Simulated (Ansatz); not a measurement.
**Osmium, hcp under PBE: how the cold (Marzari-Vanderbilt) smearing moves the result**

How small must the cold (Marzari-Vanderbilt) smearing width be for energy and pressure to settle? The geometry was relaxed under PBE beforehand and stays fixed; 7 values are run, from 0.01 to 1.0 eV. Wanted are the values from which on the energy stays within 10 and 1 meV/atom, and the pressure within 0.5 GPa, of the narrowest run. Within the series other settings stay, but some runs also write fields, which adds to their time. Spin polarisation is left out.

Program: Ansatz 0.2.0. Level of theory: DFT PBE, plane waves with PAW, scalar-relativistic. These are calculated values, not measurements.

### Step 1. Starting point

The structure is hexagonal, space group P6_3/mmc (No. 194). Conventional cell: a = 2.756 Å, b = 2.756 Å, c = 4.343 Å, α = 90.00°, β = 90.00°, γ = 120.00°. Around Os (site symmetry -6m2) lie 12 Os at 2.69 to 2.76 Å.

As a file:

```cif
data_structure
_symmetry_space_group_name_H-M 'P6_3/mmc'
_symmetry_Int_Tables_number 194
_cell_length_a 2.7559
_cell_length_b 2.7559
_cell_length_c 4.3427
_cell_angle_alpha 90.000
_cell_angle_beta 90.000
_cell_angle_gamma 120.000
_cell_volume 28.56
loop_
_atom_site_label
_atom_site_type_symbol
_atom_site_symmetry_multiplicity
_atom_site_Wyckoff_symbol
_atom_site_fract_x
_atom_site_fract_y
_atom_site_fract_z
_atom_site_occupancy
Os1 Os 2 c 0.33333 0.66667 0.25000 1
```

### Step 2. Width 0.01 eV

The run at 0.01 eV.

input.yaml reads:

```yaml
crystal:
  lattice:
    - [2.7559294133, 0.0, 0.0]
    - [-1.3779647066, 2.386704883, 0.0]
    - [0.0, 0.0, 4.3426533301]
  atoms:
    - { symbol: Os, position: [0.3333333333, 0.6666666667, 0.25] }
    - { symbol: Os, position: [0.6666666667, 0.3333333333, 0.75] }
hamiltonian:
  xc: pbe
  pseudopotentials:
    kind: paw
    azcp:
      Os: "pseudopotentials/Os.paw.azcp"
basis:
  ecutwfc: 420
  fft_grid_basis: typed
kpoints:
  mp_grid: { grid: [13, 13, 7], shift: [0, 0, 0] }
magnetization:
  spin_polarized: false
scf:
  occupations: { method: cold, width: 0.01 }
  lower_state_search: "off"
output:
  stress: true
```

Command:

```console
$ ansatz run input.yaml --threads 1 --pin off --max-ram 3584MiB --backend cpu --events-out ev --progress --plain --runs-dir out
```

### Step 3. Width 0.03 eV

The run at 0.03 eV.

Edit input.yaml of step 2 so:

```diff
@@ -22,3 +22,3 @@
 scf:
-  occupations: { method: cold, width: 0.01 }
+  occupations: { method: cold, width: 0.03 }
   lower_state_search: "off"
@@ -26 +26,5 @@
   stress: true
+  write_density: true
+  write_potential: true
+  elf: true
+  volumetric_format: npy
```

### Step 4. Width 0.1 eV

The run at 0.1 eV.

Edit input.yaml of step 3 so:

```diff
@@ -22,3 +22,3 @@
 scf:
-  occupations: { method: cold, width: 0.03 }
+  occupations: { method: cold, width: 0.1 }
   lower_state_search: "off"
@@ -26,5 +26 @@
   stress: true
-  write_density: true
-  write_potential: true
-  elf: true
-  volumetric_format: npy
```

### Step 5. Width 0.2 eV

The run at 0.2 eV.

Edit input.yaml of step 4 so:

```diff
@@ -22,3 +22,3 @@
 scf:
-  occupations: { method: cold, width: 0.1 }
+  occupations: { method: cold, width: 0.2 }
   lower_state_search: "off"
@@ -26 +26,5 @@
   stress: true
+  write_density: true
+  write_potential: true
+  elf: true
+  volumetric_format: npy
```

### Step 6. Width 0.3 eV

The run at 0.3 eV.

Edit input.yaml of step 5 so:

```diff
@@ -22,3 +22,3 @@
 scf:
-  occupations: { method: cold, width: 0.2 }
+  occupations: { method: cold, width: 0.3 }
   lower_state_search: "off"
@@ -26,5 +26 @@
   stress: true
-  write_density: true
-  write_potential: true
-  elf: true
-  volumetric_format: npy
```

### Step 7. Width 0.6 eV

The run at 0.6 eV.

Edit input.yaml of step 6 so:

```diff
@@ -22,3 +22,3 @@
 scf:
-  occupations: { method: cold, width: 0.3 }
+  occupations: { method: cold, width: 0.6 }
   lower_state_search: "off"
@@ -26 +26,5 @@
   stress: true
+  write_density: true
+  write_potential: true
+  elf: true
+  volumetric_format: npy
```

### Step 8. Width 1.0 eV

The run at 1.0 eV.

Edit input.yaml of step 7 so:

```diff
@@ -22,3 +22,3 @@
 scf:
-  occupations: { method: cold, width: 0.6 }
+  occupations: { method: cold, width: 1.0 }
   lower_state_search: "off"
```

(Steps that only read results are left out.)

Before running it: what results should come out?

As calculated:

```
                                           quantity                       value
       E(σ → 0) stays within 10 meV/atom of 0.01 eV                up to 1.0 eV
                   E(σ → 0) stays within 1 meV/atom                up to 0.3 eV
                      pressure stays within 0.5 GPa                up to 0.6 eV
                                pressure at 0.01 eV                   -0.25 GPa
energy of a separate run on a finer mesh (21×21×12)  +1.0 meV/atom from 0.01 eV
```

In words: The far end, 1.0 eV, lies -8.8 meV/atom and -0.8 GPa from the yardstick. The free energy F moves by +20.4 meV/atom over the range, and the estimate for σ → 0 by -8.8. This scheme cancels the term in the square of the width, so F moves little up to 0.2 eV. The mesh (13×13×7) is fixed, so the narrowest widths carry a k-point error of their own. The yardstick itself is unsettled by 1.0 meV/atom against the finer mesh, so the thresholds above hold only within this series, and wider smearing, which averages over more states, can land nearer the fine-mesh value than the narrowest does.
